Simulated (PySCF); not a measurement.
Molecule: `FC(F)CCl`, C2H3ClF2.

Geometry (Å), atoms numbered from 1 in this order:
```xyz
8

F    -0.1060    0.3294    1.6905
C     0.1410   -0.4308    0.6096
F    -0.6676   -1.5134    0.6637
C    -0.1772    0.3286   -0.6573
Cl    0.9383    1.6876   -0.8839
H     1.1922   -0.7665    0.6466
H    -1.2042    0.7143   -0.5945
H    -0.0914   -0.3453   -1.5194
```

Geometry PBE0-D3(BJ)/def2-SVP throughout; GIAO in PySCF 2.14, gas phase, one conformer, non-relativistic; equivalent atoms averaged; functional PBE0.

Q: How do the absolute shieldings σ depend on the basis set? (ppm; last column core-seconds on shared hosts with different chips, so compare them loosely)

A: 
```
    basis set  functions  F1/F3     C2     C4     Cl5     H6  H7/H8  core-s
       STO-3G         32  415.5  150.8  194.8  1013.9  29.32  30.26     3.2
        6-31G         55  318.6   85.4  154.4   917.6  26.84  29.27     5.6
     pcSseg-0         55  321.8   65.4  142.5   932.2  26.65  29.29     2.9
       6-31G*         80  327.1   82.8  149.8   912.5  26.21  28.79     6.4
     def2-SVP         89  331.0   80.5  148.2   934.9  25.94  28.21     9.9
      cc-pVDZ         89  325.4   83.4  148.5   919.7  25.82  28.16     5.2
     pcSseg-1        107  310.5   66.6  136.3   895.0  25.61  27.89     5.7
  aug-cc-pVDZ        146  321.3   82.8  147.7   913.1  25.49  27.88     9.3
6-311+G(2d,p)        161  311.0   70.4  138.7   888.0  25.71  28.03      20
    def2-TZVP        179  310.0   67.4  138.7   880.3  25.77  28.08      22
      cc-pVTZ        196  311.3   69.2  139.5   901.9  25.61  27.89      16
     IGLO-III        214  309.4   63.2  135.3   891.4  25.56  27.90      20
     pcSseg-2        229  309.3   62.5  135.0   885.4  25.52  27.82      15
```

Q: Which nucleus moves most, in ppm?

A: Cl5 (chlorine bonded to C): from 880.3 ppm with def2-TZVP to 1013.9 ppm with STO-3G. The smallest spread is 2.44 ppm, at H7/H8. Proton shifts span only some 12 ppm, so a few tenths of a ppm matter as much there as several ppm in carbon.

Q: Taking the largest basis, pcSseg-2 (229 functions), as the yardstick, rank the others by their worst heavy-atom deviation.

A: def2-TZVP 5.1 ppm (179 functions), IGLO-III 6.0 ppm (214 functions), 6-311+G(2d,p) 8.0 ppm (161 functions), pcSseg-1 9.6 ppm (107 functions), cc-pVTZ 16.6 ppm (196 functions), 6-31G* 27.1 ppm (80 functions), aug-cc-pVDZ 27.7 ppm (146 functions), 6-31G 32.2 ppm (55 functions), cc-pVDZ 34.3 ppm (89 functions), pcSseg-0 46.8 ppm (55 functions), def2-SVP 49.5 ppm (89 functions), STO-3G 128.5 ppm (32 functions).

A small basis that lands close on one nucleus may do so by chance; judge by the trend and by all nuclei.
